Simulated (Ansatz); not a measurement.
Process, species as SMILES: OCl (OH-Cl) → HClO+ (doublet, bonded as OCl) + e-
B3LYP-D3(BJ)/def2-TZVP geometries, fixed; electronic energies without zero-point terms.
Largest species:
```
O
H 1 0.9686
Cl 1 1.7015 2 103.27
```
Charge 0, spin multiplicity 1.

Effect of a fitting basis named in the input at MP2/def2-TZVPP with Ansatz (an electronic-structure program), against the last row, where the adiabatic ionisation energy is 10.94 eV. Cores are frozen. Open shells are unrestricted. The default fits or decomposes integrals by the program's own choice; accuracy: high also tightens integrals, grids and stops.

```json
[
 {"setting": "fitting: def2-universal-jkfit and def2-SVP-RIFIT", "largest shift of a total energy (mEh)": "-4.179", "shift of the adiabatic ionisation energy (eV)": "0.006"},
 {"setting": "fitting: def2-universal-jkfit and cc-pVDZ-RIFIT", "largest shift of a total energy (mEh)": "-3.350", "shift of the adiabatic ionisation energy (eV)": "0.004"},
 {"setting": "fitting: def2-universal-jkfit and cc-pVTZ-RIFIT", "largest shift of a total energy (mEh)": "0.141", "shift of the adiabatic ionisation energy (eV)": "-0.001"},
 {"setting": "fitting: def2-universal-jkfit and aug-cc-pVTZ-RIFIT", "largest shift of a total energy (mEh)": "0.142", "shift of the adiabatic ionisation energy (eV)": "0.000"},
 {"setting": "fitting: def2-universal-jkfit and cc-pVQZ-RIFIT", "largest shift of a total energy (mEh)": "0.138", "shift of the adiabatic ionisation energy (eV)": "0.000"},
 {"setting": "fitting: def2-universal-jkfit and aug-cc-pVQZ-RIFIT", "largest shift of a total energy (mEh)": "0.138", "shift of the adiabatic ionisation energy (eV)": "0.000"},
 {"setting": "accuracy: high", "largest shift of a total energy (mEh)": "-0.004", "shift of the adiabatic ionisation energy (eV)": "0.000"},
 {"setting": "accuracy: medium (default)", "largest shift of a total energy (mEh)": "0.000", "shift of the adiabatic ionisation energy (eV)": "0.000"}
]
```

Within 0.005 eV in the adiabatic ionisation energy: fitting: def2-universal-jkfit and cc-pVDZ-RIFIT; fitting: def2-universal-jkfit and cc-pVTZ-RIFIT; fitting: def2-universal-jkfit and aug-cc-pVTZ-RIFIT; fitting: def2-universal-jkfit and cc-pVQZ-RIFIT; fitting: def2-universal-jkfit and aug-cc-pVQZ-RIFIT; accuracy: high. The largest shift is 4.179 mEh in a total energy and 0.006 eV in the difference.
